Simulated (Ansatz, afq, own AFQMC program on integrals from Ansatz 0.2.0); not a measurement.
## GeH5O, doublet: AFQMC among the cluster methods

```yaml
atoms:
  - { symbol: O, position_ang: [-2.2762, -0.0100, 0.0000] }
  - { symbol: H, position_ang: [-2.5255, 0.9166, 0.0000] }
  - { symbol: H, position_ang: [-1.3167, -0.0100, 0.0000] }
  - { symbol: Ge, position_ang: [0.5138, -0.0100, 0.0000] }
  - { symbol: H, position_ang: [0.9824, -1.4759, 0.0000] }
  - { symbol: H, position_ang: [0.9824, 0.7230, -1.2695] }
  - { symbol: H, position_ang: [0.9824, 0.7230, 1.2695] }
```

Basis cc-pVDZ. Only valence electrons are correlated. AFQMC by an in-house program on the Cholesky factors that Ansatz 0.2.0 writes for its CCSD(T) run. ph-AFQMC/CISD is guided by a CISD state made of CCSD amplitudes; releasing the constraint for a short imaginary time cuts its bias at the price of noise, slowly where states lie close. Uncertainties: one standard error, sampling alone. No spin–orbit coupling.

Determinant: UHF, the one that the program's search chose, which needn't be the lowest solution. The geometry is a point of a scan.

No full CI on the walks' own integrals is used here; CCSDT(Q) serves as the reference and is uncertain by about the last step of the cluster series.

Cautions: no relativity below Rb; no spin-orbit coupling; inner d shell frozen.

```
T1 diagnostic                               : 0.0115
weight of the determinant in the CISD state : 0.880
⟨S²⟩ of the determinant                     : 0.758
size of the correlated space                : 15 electrons in 51 orbitals
```

Reference: CCSDT(Q), correlation energy -9.358 eV. The released energy is read at 1.50 1/Eh (meV from the phaseless value at times in 1/Eh: 5 ± 4 at 0.24, 2 ± 3 at 0.51, -6 ± 4 at 0.99, -1 ± 5 at 1.50).

```csv
level,E − E(reference) (kcal/mol),share of correlation (%)
HF,215.79,0.00
MP2,26.16,87.88
CCSD,4.81,97.77
CCSD(T),0.87,99.59
CCSDT,0.38,99.83
ph-AFQMC/CISD,-0.05 ± 0.09,100.02
released AFQMC,-0.08 ± 0.13,100.04
```

A walk keeps the symmetry of its determinant, which the program's search chose and which needn't be the lowest solution, so a lower state of the same spin and another symmetry isn't excluded. Released energies are given only where the last usable release times agree within the noise; a slower fall can still hide under it.
